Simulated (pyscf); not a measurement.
Elementary routes open to H₃Si–PH₂ (SMILES [SiH3]P) + H₂O (SMILES O) in the gas phase (singlet surface):
A. HO–PH–SiH₃ (SMILES OP[SiH3]) + H₂ (SMILES [H][H]) (H–P, H–O broken; O–P, H–H formed)
B. HO–SiH₂–PH₂ (SMILES O[SiH2]P) + H₂ (SMILES [H][H]) (H–Si, H–O broken; O–Si, H–H formed)

Structures and frequencies: ωB97X-D3(BJ)/def2-SVP in PySCF.

**Question.** Rank the routes by free-energy barrier at 1200 K, lowest first, for ωB97M-D3(BJ)/def2-TZVP energies (ideal gas, 1 atm, RRHO with modes under 100 cm⁻¹ raised to 100, one conformer, R ln 2 for chiral ones without a mode under 150 cm⁻¹).

**Answer.** B (318.7 kJ/mol), A (459.6 kJ/mol)

Route B is the fastest of these, ahead of the next by 140.9 kJ/mol. The most stable products are those of B (ΔG = -56.7 kJ/mol), so kinetics and thermodynamics agree. At 298 K B is still the fastest. Only these routes are compared; each barrier is that of the saddle found, and lower ones may exist.
